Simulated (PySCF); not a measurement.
Job file and geometry (Å, from PBE0-D3(BJ)/def2-TZVP) of an NMR shielding run on `C(=S)=S`, CS2, PySCF 2.14.0, density-fitted response routines, GIAO B97-2/pcSseg-2 NMR shielding, non-relativistic, gas phase; density fitting, a coarse starting grid and PySCF grid level 2 are the driver's defaults:

```
$ OMP_NUM_THREADS=1 python probes_run.py task.json out

{"job": {"kind": "nmr", "xc": "B97-2", "basis": "pcSseg-2", "pop": false}, "charge": 0, "multiplicity": 1}
S     -1.443931     0.386775     0.002608
C      0.070174     0.061943    -0.008371
S      1.584163    -0.261940    -0.019335
```

**Question.** Write the output of this run.

**Answer.** 
```
coarse grid: 4336 points
cycle   1  E = -834.5693404925  dE =  4.175e-01  |g| = 1.669e-01  |ddm| = 1.607e+00
cycle   2  E = -834.5606077279  dE =  8.733e-03  |g| = 2.544e-01  |ddm| = 2.755e-01
cycle   3  E = -834.5751802959  dE = -1.457e-02  |g| = 6.620e-02  |ddm| = 1.644e-01
cycle   4  E = -834.5762478945  dE = -1.068e-03  |g| = 1.378e-02  |ddm| = 5.094e-02
cycle   5  E = -834.5762908702  dE = -4.298e-05  |g| = 8.687e-04  |ddm| = 9.517e-03
cycle   6  E = -834.5762908152  dE =  5.498e-08  |g| = 6.431e-04  |ddm| = 9.638e-04
final grid: 34704 points
cycle   7  E = -834.5861583020  dE = -2.129e-05  |g| = 3.066e-03  |ddm| = 1.289e-02
cycle   8  E = -834.5861522044  dE =  6.098e-06  |g| = 4.643e-03  |ddm| = 5.805e-03
cycle   9  E = -834.5861586986  dE = -6.494e-06  |g| = 1.668e-03  |ddm| = 5.620e-03
cycle  10  E = -834.5861596264  dE = -9.278e-07  |g| = 2.308e-04  |ddm| = 1.559e-03
cycle  11  E = -834.5861596396  dE = -1.326e-08  |g| = 6.180e-05  |ddm| = 1.714e-04
cycle  12  E = -834.5861596406  dE = -9.542e-10  |g| = 9.513e-06  |ddm| = 4.190e-05
converged SCF energy = -834.5861596406

GIAO shielding tensors (ppm)
atom      isotropic    diamagn.    paramagn.     s11        s22        s33       span
  0 S      517.106    1058.327    -541.222    244.511    244.512   1062.295    817.784
  1 C      -22.554     253.809    -276.363   -179.777   -179.776    291.890    471.667
  2 S      517.092    1058.332    -541.240    244.491    244.491   1062.296    817.805
```

Size and cost of the density-fitted run: 122 basis functions, 3 s wall time on 1 thread of an Intel Xeon, shared host; peak memory 0.57 GiB.
